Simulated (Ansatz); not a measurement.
# BH3MgO: the cost of one run

Program: Ansatz 0.2.0, Gaussian basis. Level of theory: single points in def2-TZVPP. These are calculated values, not measurements.

Correlated methods freeze the cores. The outer core shell of Li, Na, Mg and K is correlated.

## (1) The system as given

SMILES `B[O][MgH]`, 6 atoms, charge 0, spin multiplicity 1.

Atoms are counted from 1 here; the program's logs count them from 0.

Bond lengths: B1–O2 1.325 Å, B1–H4 1.255 Å, B1–H5 1.257 Å, O2–Mg3 1.938 Å, Mg3–H6 1.549 Å. Angles: O2–B1–H4 121.2°, O2–B1–H5 119.5°, H4–B1–H5 119.3°, B1–O2–Mg3 178.2°, O2–Mg3–H6 168.8°.

Geometry (Å):

```xyz
6
charge 0, multiplicity 1
B    -0.9510    0.3174   -0.9722
O    -0.0359    0.0007   -0.0680
Mg    1.2681   -0.4358    1.2981
H    -1.0749   -0.3443   -2.0317
H    -1.7486    1.2612   -0.7404
H     2.3277   -0.4846    2.4274
```

## (2) PBE-D4/def2-TZVPP

The input, run/in.yaml:

```yaml
crystal:
  periodic: [false, false, false]
  atoms:
    - {symbol: B, position_ang: [-0.950953, 0.317446, -0.972231]}
    - {symbol: O, position_ang: [-0.035887, 0.000704, -0.068002]}
    - {symbol: Mg, position_ang: [1.268105, -0.435804, 1.298062]}
    - {symbol: H, position_ang: [-1.074919, -0.344350, -2.031661]}
    - {symbol: H, position_ang: [-1.748571, 1.261159, -0.740398]}
    - {symbol: H, position_ang: [2.327693, -0.484581, 2.427429]}
basis:
  gaussian: {orbitals: def2-TZVPP}
hamiltonian: {xc: pbe, dispersion: d4}
output: {forces: true}
```

The run is started by

```sh
$ ansatz run in.yaml --threads 1 --pin off --events-out ev --progress --plain --max-ram 4352MiB
```

What time and memory should one allow on 1 thread of Intel Xeon at 2.30GHz, shared host?

About 2 s, with a peak of 0.16 GiB.
